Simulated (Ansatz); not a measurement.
Start from `CC(C)CO` and change one atom or group to get `CC(C)CCCl`.

Ansatz, PBE0-D4/def2-TZVP geometries, multiplicity 1. Each molecule was computed in one conformer, which needn't be the lowest.

| property | `CC(C)CO` |
| --- | --- |
| LUMO energy (PBE0/def2-TZVPP) / eV | 0.99 |
| HOMO–LUMO gap (ωB97M-V/def2-TZVPP) / eV | 12.59 |
| HOMO–LUMO gap (PBE/def2-TZVPP) / eV | 6.25 |
| HOMO–LUMO gap (B3LYP/def2-TZVPP) / eV | 8.13 |
| HOMO energy (PBE/def2-TZVPP) / eV | -6.10 |
| HOMO energy (ωB97M-V/def2-TZVPP) / eV | -10.15 |

Task: Give the same properties after the change, and the shifts. (Estimate.)

Result: The calculation gave: 
```csv
property,`CC(C)CCCl`,shift
LUMO energy (PBE0/def2-TZVPP) / eV,1.00,0.01
HOMO–LUMO gap (ωB97M-V/def2-TZVPP) / eV,13.06,0.47
HOMO–LUMO gap (PBE/def2-TZVPP) / eV,6.74,0.49
HOMO–LUMO gap (B3LYP/def2-TZVPP) / eV,8.65,0.52
HOMO energy (PBE/def2-TZVPP) / eV,-6.82,-0.72
HOMO energy (ωB97M-V/def2-TZVPP) / eV,-10.53,-0.38
```

B3LYP here is the variant with VWN-RPA as its local correlation; programs differ in this.
